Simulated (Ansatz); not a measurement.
diamond against fcc along group 11 and 12

Theory: DFT, r2SCAN, plane waves (500 eV) with PAW, scalar-relativistic in Ansatz 0.2.0. The PAW files were generated under PBE, with cores re-solved for the functional.

Each structure is relaxed within its symmetry, in the lowest magnetic state of the tried starts. Differences under about 8 meV lie within the error of the k-point mesh.

```json
{"element": "Cu", "E(diamond) − E(fcc) (meV/atom)": "1126", "V(diamond) (Å³/atom)": "18.08", "V(fcc) (Å³/atom)": "11.43", "state of diamond": "spin not included", "state of fcc": "spin not included"}
{"element": "Ag", "E(diamond) − E(fcc) (meV/atom)": "871", "V(diamond) (Å³/atom)": "28.30", "V(fcc) (Å³/atom)": "17.28", "state of diamond": "spin not included", "state of fcc": "spin not included"}
{"element": "Au", "E(diamond) − E(fcc) (meV/atom)": "799", "V(diamond) (Å³/atom)": "27.99", "V(fcc) (Å³/atom)": "17.52", "state of diamond": "spin not included", "state of fcc": "spin not included"}
{"element": "Zn", "E(diamond) − E(fcc) (meV/atom)": "?", "V(diamond) (Å³/atom)": "?", "V(fcc) (Å³/atom)": "?", "state of diamond": "?", "state of fcc": "?"}
{"element": "Cd", "E(diamond) − E(fcc) (meV/atom)": "391", "V(diamond) (Å³/atom)": "34.44", "V(fcc) (Å³/atom)": "21.76", "state of diamond": "spin not included", "state of fcc": "spin not included"}
```

(1) Fill in the row of Zn.

Results:

(1) E(diamond) − E(fcc) (meV/atom): 533; V(diamond) (Å³/atom): 22.99; V(fcc) (Å³/atom): 14.36; state of diamond: spin not included; state of fcc: spin not included.
